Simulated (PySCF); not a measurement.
Saddle point of SiNH₇O, closed shell (SiH₄O ([OH][SiH3]) + NH₃ → SiNH₅O ([NH2][SiH2][OH]) + H₂; bonds formed: Si1–N7, H2–H6; bonds broken: Si1–H2, H6–N7), PBE0-D4/def2-TZVP structure:

Si1  (-0.453, 0.509, 0.293)
H2  (0.511, -0.941, 1.112)
H3  (-1.107, 1.543, -0.571)
H4  (-1.586, -0.070, 1.053)
O5  (0.751, 1.455, 0.897)
H6  (0.415, -1.225, -0.026)
N7  (0.038, -0.714, -1.034)
H8  (1.313, 0.962, 1.501)
H9  (-0.694, -1.114, -1.613)
H10  (0.812, -0.405, -1.612)
(Å)

Energies are electronic, without zero-point energy. Barriers and step energies count from the start structure reached by relaxing down the imaginary mode; all methods use the PBE0-D4 structures, on which another method's saddle can fall below an end. Computed with PySCF 2.14 with density fitting (its default auxiliary sets; JK sets also for MP2 and CCSD(T)) (basis: def2-TZVPP, with def2-QZVPP for the basis limit); correlated methods freeze the cores. B3LYP uses VWN-RPA correlation. Extrapolation: Hartree–Fock as exp(−7.88 √X), correlation as X^−2.97.

```tsv
method	barrier (kcal/mol)	step energy (kcal/mol)
SPW92	?	-5.70
PBE-D4	33.80	-6.68
r2SCAN-D4	36.03	-8.30
PBE0-D4	?	-6.72
B3LYP-D4	39.98	-8.04
BHLYP-D4	43.85	-7.97
wB97M-V	40.13	-7.54
HF	?	-8.18
MP2	41.16	-8.75
CCSD	44.13	-7.18
CCSD(T)	42.18	-7.34
```

**Question.** Fill in the withheld barriers. (To be estimated.)

**Answer.** Computed: PBE0-D4 36.84; SPW92 26.85; HF 53.77 kcal/mol. Each is the energy of the saddle less that of the start structure, by the same method.

For comparison, the barrier by CCSD(T) at an estimated basis limit (MP2 extrapolated from triple and quadruple zeta, plus CCSD(T) − MP2 in triple zeta) is 41.50 kcal/mol.

T1 diagnostic: at most 0.012.

Labels in which every atom is bracketed show which atoms are joined, not bond orders.

For scale, one of the runs: CCSD(T)/def2-TZVPP, 202 basis functions, launched by `OMP_NUM_THREADS=4 python run.py`. Hardware: 4 CPU threads of an Intel Xeon 6975P-C, shared host. Wall time 2.3 min; peak host memory 2.5 GiB.
